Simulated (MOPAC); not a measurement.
MOPAC input (PM3):

```
PM3 PRECISE GNORM=0.05 LET XYZ GEO-OK AUX(PRECISION=9) THREADS=1
C3H4

C    -0.00000000 1   -0.00000000 1    0.00000000 1
C    -0.00517784 1   -0.00003491 1    1.30012584 1
C     0.00517784 1    0.00003491 1   -1.30012584 1
H    -0.01084802 1    0.92621741 1    1.86315371 1
H    -0.00399217 1   -0.92631746 1    1.86313127 1
H     0.93368018 1    0.00347788 1   -1.85945350 1
H    -0.91884000 1   -0.00337783 1   -1.86683148 1
```

Output:

```
 *******************************************************************************
 **                                                                           **
 **                              MOPAC v23.2.5                                **
 **                                                                           **
 *******************************************************************************
 ** MOPAC's Digital Object Identifier: https://doi.org/10.5281/zenodo.6511958 **
 **                                                                           **
 ** Please cite the open-source release paper for use of this MOPAC version:  **
 ** J. E. Moussa and J. J. P. Stewart (2026)                                  **
 ** MOPAC: An open-source semiempirical molecular orbital program             **
 ** J. Open Source Softw., 11(119), 8025, https://doi.org/10.21105/joss.08025 **
 *******************************************************************************

                              PM3 CALCULATION RESULTS

 *******************************************************************************
 *  PM3        - The PM3 Hamiltonian to be used
 *  GEO-OK     - OVERRIDE INTERATOMIC DISTANCE AND OTHER SAFETY CHECKS
 *  LET        - OVERRIDE SOME SAFETY CHECKS
 *  PRECISE    - TIGHTER CRITERIA TO BE USED
 *  XYZ        - CARTESIAN COORDINATE SYSTEM TO BE USED
 *  GNORM      - EXIT WHEN GRADIENT NORM DROPS BELOW 0.050
 *  AUX        - OUTPUT AUXILIARY INFORMATION
 *******************************************************************************
PM3 PRECISE GNORM=0.05 LET XYZ GEO-OK AUX(PRECISION=9) THREADS=1
 C3H4

   ATOM   CHEMICAL          X               Y               Z
  NUMBER   SYMBOL      (ANGSTROMS)     (ANGSTROMS)     (ANGSTROMS)

     1       C         -0.00000000  *  -0.00000000  *   0.00000000  *
     2       C         -0.00517784  *  -0.00003491  *   1.30012584  *
     3       C          0.00517784  *   0.00003491  *  -1.30012584  *
     4       H         -0.01084802  *   0.92621741  *   1.86315371  *
     5       H         -0.00399217  *  -0.92631746  *   1.86313127  *
     6       H          0.93368018  *   0.00347788  *  -1.85945350  *
     7       H         -0.91884000  *  -0.00337783  *  -1.86683148  *

          CARTESIAN COORDINATES

    NO.       ATOM           X           Y           Z

     1         C         -0.0000     -0.0000      0.0000
     2         C         -0.0052     -0.0000      1.3001
     3         C          0.0052      0.0000     -1.3001
     4         H         -0.0108      0.9262      1.8632
     5         H         -0.0040     -0.9263      1.8631
     6         H          0.9337      0.0035     -1.8595
     7         H         -0.9188     -0.0034     -1.8668

  H: (PM3): J. J. P. STEWART, J. COMP. CHEM. 10, 209 (1989).
  C: (PM3): J. J. P. STEWART, J. COMP. CHEM. 10, 209 (1989).

           Empirical Formula: C3 H4  =     7 atoms

      MOLECULAR POINT GROUP   :   D2d

      RHF CALCULATION, NO. OF DOUBLY OCCUPIED LEVELS = 8

          Geometry optimization using EF

          DIAGONAL MATRIX USED AS START HESSIAN

 CYCLE:     1  GRAD.:    15.955 HEAT:  47.14179
 CYCLE:     2  GRAD.:   194.718 HEAT:  53.79992
 CYCLE:     3  GRAD.:     2.821 HEAT:  47.04279
 CYCLE:     4  GRAD.:     4.439 HEAT:  47.04804
 CYCLE:     5  GRAD.:     0.298 HEAT:  47.03238
 CYCLE:     6  GRAD.:     0.063 HEAT:  47.03231
 CYCLE:     7  GRAD.:     1.359 HEAT:  47.03248
 CYCLE:     8  GRAD.:     0.019 HEAT:  47.03231

     GRADIENT =  0.01903 IS LESS THAN CUTOFF =  0.05000

 -------------------------------------------------------------------------------
 PM3 PRECISE GNORM=0.05 LET XYZ GEO-OK AUX(PRECISION=9) THREADS=1
 C3H4

     GEOMETRY OPTIMISED USING EIGENVECTOR FOLLOWING (EF).
     SCF FIELD WAS ACHIEVED

                              PM3 CALCULATION
                                                       MOPAC v23.2.5 Linux

          FINAL HEAT OF FORMATION =         47.03231 KCAL/MOL =     196.78317 KJ/MOL

          COSMO AREA              =         87.24 SQUARE ANGSTROMS
          COSMO VOLUME            =         68.44 CUBIC ANGSTROMS

          GRADIENT NORM           =          0.01903          =       0.00719 PER ATOM
          IONIZATION POTENTIAL    =         10.177302 EV
          HOMO LUMO ENERGIES (EV) =        -10.177  1.114
          NO. OF FILLED LEVELS    =          8
          MOLECULAR WEIGHT        =         40.0646         POINT GROUP:  D2d

          MOLECULAR DIMENSIONS (Angstroms)

            Atom       Atom       Distance
            H     6    H     5     3.97213
            H     4    H     7     2.45469
            H     4    H     5     1.29873

          SCF CALCULATIONS        =          9

   ATOM   CHEMICAL          X               Y               Z
  NUMBER   SYMBOL      (ANGSTROMS)     (ANGSTROMS)     (ANGSTROMS)

     1       C          0.00000252  *  -0.00000163  *   0.00000049  *
     2       C         -0.00516456  *  -0.00003195  *   1.29659783  *
     3       C          0.00515937  *   0.00003529  *  -1.29659838  *
     4       H         -0.01087368  *   0.91828057  *   1.87689793  *
     5       H         -0.00407656  *  -0.91838770  *   1.87687783  *
     6       H          0.92580650  *   0.00344910  *  -1.87323205  *
     7       H         -0.91084707  *  -0.00334789  *  -1.88054351  *

                             CARTESIAN COORDINATES

   1    C        0.000002525    -0.000001626     0.000000488
   2    C       -0.005164560    -0.000031951     1.296597829
   3    C        0.005159369     0.000035291    -1.296598376
   4    H       -0.010873679     0.918280570     1.876897929
   5    H       -0.004076555    -0.918387696     1.876877834
   6    H        0.925806503     0.003449099    -1.873232046
   7    H       -0.910847073    -0.003347892    -1.880543512

           Empirical Formula: C3 H4  =     7 atoms

      MOLECULAR POINT GROUP   :   D2d

                  EIGENVALUES
 -33.97561 -27.22278 -18.15683 -16.01656 -15.13493 -15.13493 -10.17731 -10.17730
   1.11408   1.11408   3.07192   3.93632   4.55220   4.94452   4.94452   6.45950

              NET ATOMIC CHARGES AND DIPOLE CONTRIBUTIONS

  ATOM NO.   TYPE          CHARGE      No. of ELECS.   s-Pop       p-Pop
    1          C          -0.166395        4.1664     1.21491     2.95148
    2          C          -0.109525        4.1095     1.14724     2.96229
    3          C          -0.109525        4.1095     1.14724     2.96229
    4          H           0.096362        0.9036     0.90364
    5          H           0.096361        0.9036     0.90364
    6          H           0.096361        0.9036     0.90364
    7          H           0.096362        0.9036     0.90364
 DIPOLE           X         Y         Z       TOTAL
 POINT-CHG.     0.000    -0.000     0.000     0.000
 HYBRID         0.000    -0.000     0.000     0.000
 SUM            0.000    -0.000     0.000     0.000

          ATOMIC ORBITAL ELECTRON POPULATIONS

     Atom    s        px        py        pz
    1  C   1.21491   0.99078   0.99078   0.96991
    2  C   1.14724   1.04016   1.00829   0.91383
    3  C   1.14724   1.00829   1.04017   0.91383
    4  H   0.90364
    5  H   0.90364
    6  H   0.90364
    7  H   0.90364

 **********************
 *                    *
 * JOB ENDED NORMALLY *
 *                    *
 **********************

 == MOPAC DONE ==
```

The geometry given is a B3LYP-D3(BJ)/def2-TZVP minimum.
